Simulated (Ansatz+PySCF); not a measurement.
Two shapes of singlet CH₄.

Shape 1:

```xyz
5

C     0.0000    0.0000    0.0000
H     0.6340    0.6340    0.6340
H     0.6340   -0.6340   -0.6340
H    -0.6340    0.6340   -0.6340
H    -0.6340   -0.6340    0.6340
```

Shape 2:

```xyz
5

C     0.0306    0.0043   -0.0393
H     0.6607    0.6198    0.6738
H     0.6828   -0.6375   -0.6444
H    -0.5955    0.6169   -0.6070
H    -0.6741   -0.6232    0.6061
```

Basis set: def2-SVP (spherical functions). Frozen core: 1 orbital. Charge 0, multiplicity 1.

Computed with Ansatz (development build ahead of 0.2.0); each method stands on the lowest determinant of its kind that the runs found.

Task: Which shape is lower in energy, and by how much in each method?

Result:

```json
{"method": "UHF-MP2", "E(2) − E(1) (eV)": "0.134"}
{"method": "UHF-CCSD", "E(2) − E(1) (eV)": "0.130"}
{"method": "RHF-CCSD(T)", "E(2) − E(1) (eV)": "0.129"}
{"method": "ωB97X (restricted)", "E(2) − E(1) (eV)": "0.129"}
{"method": "ωB97X (unrestricted)", "E(2) − E(1) (eV)": "0.129"}
```

Shape 1 is lower.
